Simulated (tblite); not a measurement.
C₄H₂N₂ (charge +1 and doublet state).
Numbering: `[H]/[N:4]=[C:3](/[C:2]=[CH+:1])[C:5]#[N:6]` (hydrogens: H7 on C1; H8 on N4)

Structure optimised with GFN2-xTB, isolated species. This method treats the open shell by occupation alone, without spin polarisation.

**Question.** Give the optimised bond lengths and angles.

**Answer.** 
```tsv
bond	length (Å)	order
C1=C2	1.209	double
C2–C3	1.406	single
C3=N4	1.235	double
C3–C5	1.470	single
C5≡N6	1.134	triple
C1–H7	1.060	single
N4–H8	1.011	single
```

Orders are formal, as drawn. A selection of angles:
```tsv
angle	degrees
C2–C1–H7	175.8
C1–C2–C3	178.4
C2–C3–N4	130.0
C2–C3–C5	107.6
N4–C3–C5	122.4
C3–N4–H8	133.8
C3–C5–N6	179.8
```

Torsions: H8–N4–C3–C2 180° (antiperiplanar).

C3 (carbon bonded to 2 C and N) is planar (angles 130.0°, 122.4° and 107.6°, sum 360.0°, 0.00 Å off the plane of its three neighbours). The 3 C–C bonds span 1.209 Å (C1=C2, drawn double in a drawing that doesn't fit all lengths) to 1.470 Å (C3–C5, drawn single in a drawing that doesn't fit all lengths), a spread of 0.261 Å. The 2 C–N bonds span 1.134 Å (C5≡N6, drawn triple in a drawing that doesn't fit all lengths) to 1.235 Å (C3=N4, drawn double in a drawing that doesn't fit all lengths), a spread of 0.101 Å. The 6 heavy atoms lie in one plane (0.000 Å rms).

Point group: Cs (tolerance 0.08 Å). Its GFN2-xTB frequencies are all real (lowest 118 cm⁻¹).

These are computed values.
